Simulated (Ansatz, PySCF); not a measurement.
O₂, SMILES O=O (connectivity only; charge and spin as stated), neutral, multiplicity 3. Atoms are numbered in the order given.

```xyz
2

O      0.0000     0.0000    -0.5963
O      0.0000     0.0000     0.5963
```
Charge 0, spin multiplicity 3.

Coordinates come from a PBE0-D3(BJ)/def2-TZVPD optimisation.

Two levels are set side by side: PBE-D3(BJ)/def2-TZVPD (Ansatz, a first-principles code) and PBE0-D3(BJ)/def2-TZVPD (Ansatz). Each level has its own optimised geometry; the coordinates shown are those of the second. Frequencies come from the Hessian of PySCF at each geometry. Differences are taken from unrounded values.

```
quantity                            PBE0-D3(BJ)
----------------------------------  -----------
bond O1–O2 (Å)                            1.193
highest harmonic wavenumber (cm⁻¹)         1713
mean harmonic wavenumber (cm⁻¹)            1713
zero-point energy (kcal/mol)               2.45
```

Task: What does PBE-D3(BJ) give, and how far is it from PBE0-D3(BJ)? (An estimate is asked for; the answer gives what the named calculation found.)

Result: 
```json
[
 {"quantity": "bond O1–O2 (Å)", "PBE-D3(BJ)": "1.218", "PBE-D3(BJ) minus PBE0-D3(BJ)": "0.026"},
 {"quantity": "highest harmonic wavenumber (cm⁻¹)", "PBE-D3(BJ)": "1555", "PBE-D3(BJ) minus PBE0-D3(BJ)": "-158"},
 {"quantity": "mean harmonic wavenumber (cm⁻¹)", "PBE-D3(BJ)": "1555", "PBE-D3(BJ) minus PBE0-D3(BJ)": "-158"},
 {"quantity": "zero-point energy (kcal/mol)", "PBE-D3(BJ)": "2.22", "PBE-D3(BJ) minus PBE0-D3(BJ)": "-0.23"}
]
```
